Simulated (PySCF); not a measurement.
# TDDFT beside published excitation energies

Published values to compare with (the computed states carry no symmetry labels, so the two lists aren't matched line by line):

```csv
state,E (eV),f,kind of transition,source
3A2(n→3s),6.31,,vertical absorption,[1]
1A2(n→3s),6.38,,band maximum or as reported,[2]
1A2(n→3s),6.59,0.086,vertical absorption,[1]
1E(n→3p),7.90,,band maximum or as reported,[2]
1A1(n→3p),8.14,,band maximum or as reported,[2]
1E(n→3p),8.16,0.006,vertical absorption,[1]
1A1(n→3p),9.33,0.003,vertical absorption,[1]
1A2(n→3s),9.96,0.008,vertical absorption,[1]
```

[1] computed, theoretical best estimate (aug-cc-pVTZ, frozen core, CC3 geometry), gas; Veril, Scemama, Caffarel, Lipparini, Boggio-Pasqua, Jacquemin, Loos, WIREs Comput. Mol. Sci. 2021, 11, e1517 (QUESTDB)
[2] measured, gas; Loos, Scemama, Blondel, Garniron, Caffarel, Jacquemin (2018), arXiv:1807.02045, literature column

Compound: ammonia, NH₃.
Geometry (GFN2-xTB, Å), atoms numbered from 1 in this order:
```
atom  x, y, z in Å
N1     0.0056    0.0027    0.2693
H2     0.9245   -0.1961   -0.1068
H3    -0.6303   -0.7005   -0.0865
H4    -0.2895    0.8987   -0.0989
```

Method used: TDDFT CAM-B3LYP/def2-SVPD, vertical, gas phase, core orbitals frozen in the response in PySCF 2.14.0, density-fitted response routines.

Computed singlets: 6.92 eV (f 0.078); 9.08 eV (f 0.030 summed over 2 states); 10.64 eV (f 0.001 summed over 2 states); 11.59 eV (f 0.023); 12.21 eV (f 0.092 summed over 2 states). Computed triplets (Tamm–Dancoff): 6.46, 8.64, 8.64 eV.

Question: How does the lowest computed singlet compare with the best estimate listed for the lowest singlet (vertical absorption)?

Answer: 6.92 eV against 6.59 eV for 1A2(n→3s) [1]: a difference of +0.33 eV. Geometry and basis of the two calculations needn't be the same.

Question: How does the lowest computed triplet compare with the best estimate listed for the lowest triplet (vertical absorption)?

Answer: 6.46 eV against 6.31 eV for 3A2(n→3s) [1]: a difference of +0.15 eV. Geometry and basis of the two calculations needn't be the same.

A measured band maximum holds vibronic effects and, in solution, solvent shifts, so it needn't equal the vertical energy.
